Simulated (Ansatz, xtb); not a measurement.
Two isomers of C4H6S

Structure I: `C#C[C@@H](C)S`, a singlet. Structure II: `CCC#CS`, a singlet. Both are isolated molecules in the gas phase, relaxed with PBE-D3(BJ)/def2-SVP; the shapes shown needn't be the lowest conformers.

I (Å):

```xyz
11

C    -0.5182   -3.6027    0.7675
C    -0.6858   -2.4434    0.4183
C    -0.9157   -1.0610    0.0110
C    -2.4046   -0.7505   -0.1961
S    -0.1427    0.0338    1.3102
H    -0.3629   -4.6282    1.0716
H    -0.3563   -0.8787   -0.9321
H    -2.5393    0.2983   -0.5268
H    -2.8330   -1.4199   -0.9702
H    -2.9627   -0.8956    0.7487
H    -0.3536    1.1941    0.6246
```

II (Å):

```tsv
atom	x (Å)	y (Å)	z (Å)
C	-1.4316	0.3715	0.6943
C	-1.9104	-1.0652	0.9654
C	-1.2107	-2.0897	0.1957
C	-0.6161	-2.9296	-0.4775
S	0.3103	-4.1031	-1.2750
H	-1.5669	0.6395	-0.3722
H	-0.3560	0.4825	0.9353
H	-2.0015	1.0966	1.3092
H	-1.8059	-1.3002	2.0486
H	-3.0011	-1.1459	0.7573
H	-0.4634	-4.2130	-2.3983
```

Energies in hartree; the thermal terms are from PBE-D3(BJ)/def2-SVP harmonic frequencies (ideal gas, rigid rotor, one conformer each, 298.15 K, 1 atm) and include the zero-point energy:

```
                              I           II
E, CCSD(T)/def2-SVP  −552.930212  −552.936294
    E, MP2/def2-SVP  −552.852448  −552.858546
  E, MP2/def2-TZVPP  −553.320406  −553.325457
  zero-point energy     0.081437     0.082043
       H(298 K) − E     0.089022     0.089982
       G(298 K) − E     0.051430     0.050806
```

Correct the CCSD(T) difference for the basis set by the MP2 change, then work out ΔE, ΔE₀, ΔH and ΔG for I → II in kJ/mol (1 Eh = 2625.50 kJ/mol) and the equilibrium ratio [II]/[I].

1. Differences II − I: CCSD(T) −0.006082, MP2 in the small set −0.006098, MP2 in the large set −0.005051 Eh.
2. ΔE = −0.006082 + (−0.005051 − (−0.006098)) = −0.005035 Eh = −13.22 kJ/mol.
3. ΔE₀ = ΔE + ΔZPE = −0.005035 + (+0.000606) Eh = −11.63 kJ/mol.
4. ΔH = ΔE + (+0.000960) Eh = −10.70 kJ/mol.
5. ΔG = ΔE + (−0.000624) Eh = −14.86 kJ/mol, so ΔS = (ΔH − ΔG)/T = +13.9 J/(mol K).
6. kT = 0.9442 mEh, so K = [II]/[I] = exp(−ΔG/kT) = exp(+5.99) ≈ 400.

Structure II is favoured at this temperature. An error of 4 kJ/mol in ΔG would change K by a factor of 5. Mirror images and further conformers aren't counted.

As drawn, both hold the same kinds of bond in the same numbers.

Other levels gave ΔE = −27.2 (PBE-D3(BJ)/def2-SVP); −21.2 (HF/def2-SVP); −16.0 (MP2/def2-SVP); −16.0 (CCSD(T)/def2-SVP) kJ/mol. The correlated steps freeze 9 core orbitals. Programs: Ansatz 0.2.0.
